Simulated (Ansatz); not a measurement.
A made-up structure of CH$_{4}$AlS (charge +1), singlet:

| atom | x (Å) | y (Å) | z (Å) |
| --- | --- | --- | --- |
| C1 | 0.6820 | -1.2270 | -0.2396 |
| Al2 | 0.5993 | 1.1045 | -0.1209 |
| S3 | -0.8498 | -0.1235 | -0.2048 |
| H4 | -1.4984 | -0.3252 | -1.3831 |
| H5 | -1.6628 | -0.4214 | 0.8439 |
| H6 | 1.6043 | 2.2820 | -0.0115 |
| H7 | 0.8011 | -1.3544 | 0.8060 |

It is relaxed with PBE-D4/def2-SVP and then PBE0-D4/def2-TZVP (Ansatz 0.2.0). Atoms count as bonded within 1.22 times the sum of their covalent radii (H–H: 0.88 Å). The end point is not checked to be a true minimum.

(1) Does its bonding change? (Judge from chemistry; the calculation decides.)

## Answers

(1) By the calculation: Yes. Formed: none; broken: Al2–S3.

Where it ends: The first stage lowers the energy by 5.39 eV in 12 steps. It ends as CH₄AlS ([AlH][CH][SH2]), total charge +1:
C1  (0.289, -0.262, 0.064)
Al2  (1.375, 1.189, 0.026)
S3  (-1.363, -0.177, -0.272)
H4  (-1.645, -1.158, -1.172)
H5  (-2.016, -0.827, 0.729)
H6  (2.340, 2.408, 0.004)
H7  (0.696, -1.238, 0.312)
(Å)

Labels in which every atom is bracketed show which atoms are joined, not bond orders.

For scale, one of the runs: PBE0-D4/def2-TZVP relaxation, 129 basis functions, launched by `ansatz run in.yaml --threads 2 --pin off --events-out ev --progress --plain --max-ram 4352MiB`. The run took about 18 s on 2 CPU threads of an Arm Neoverse V2 (shared host).
